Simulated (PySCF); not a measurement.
# C2H7O2P: the cost of one run

Programs: PySCF 2.14.0, with density-fitted response routines of our own. Each step states its level of theory. These are calculated values for one molecule, in the gas phase or a continuum, unless marked as measured. Atoms are numbered from 0 throughout.

## 1. Starting geometry

12 atoms, charge 0, multiplicity 1; geometry from: GFN2-xTB. The atoms were then displaced at random by about 0.01 Å, so the start is not that level's minimum.

Bonds of the start (Å): C0–P1 1.84, P1–C2 1.84, P1–O3 1.49, P1–O4 1.62, C0–H5 1.11, C0–H6 1.09, C0–H7 1.06, C2–H8 1.10, C2–H9 1.06, C2–H10 1.09, O4–H11 0.98.

## 2. Relaxing the molecule at PBE0-D3(BJ)/def2-TZVP

The job: settings as JSON, then the geometry in Å.

```
{"job": {"xc": "PBE0", "basis": "def2-TZVP", "d3": "d3bj", "grid": 2, "shake": 0.01, "kind": "geom"}, "charge": 0, "multiplicity": 1}
C      1.048160    -0.053470    -1.180140
P      0.258360     0.244370     0.452120
C     -1.199980    -0.873310     0.534380
O      1.211310     0.204730     1.598610
O     -0.410300     1.706980     0.295970
H      0.299570     0.146110    -1.976140
H      1.868790     0.662570    -1.290000
H      1.419650    -1.039940    -1.236500
H     -1.677100    -0.702570     1.516250
H     -1.870270    -0.672650    -0.261190
H     -0.842850    -1.902010     0.504560
H     -0.065650     2.250920     1.033060
```

Started as:

```
$ OMP_NUM_THREADS=1 python probes_run.py task.json out
```

This one command runs all jobs of the session in turn.

Q: Estimate the wall time and peak memory of this first job on 1 thread of Intel Xeon Platinum 8259CL at 2.50GHz, shared host.

About 3.4 min, with a peak of 0.79 GiB.
